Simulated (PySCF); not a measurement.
CH₃Cl, SMILES ClC. Coordinates come from a ωB97X-D3(BJ)/def2-TZVP optimisation.

TDDFT-B3LYP/def2-TZVPD run with PySCF puts the lowest singlet excitations at 6.91, 6.91, 7.51, 7.51, 8.43, 8.43 eV.

### Question
What are the lowest excitation roots from ADC(2)/aug-cc-pVDZ (PySCF)? (Estimate from the structure and the level; the computed values follow.)

### Answer
7.47, 7.47, 7.78, 7.78, 8.79, 8.81 eV. S1 differs by 0.55 eV (second minus first; roots are paired by order, and the bases may differ).
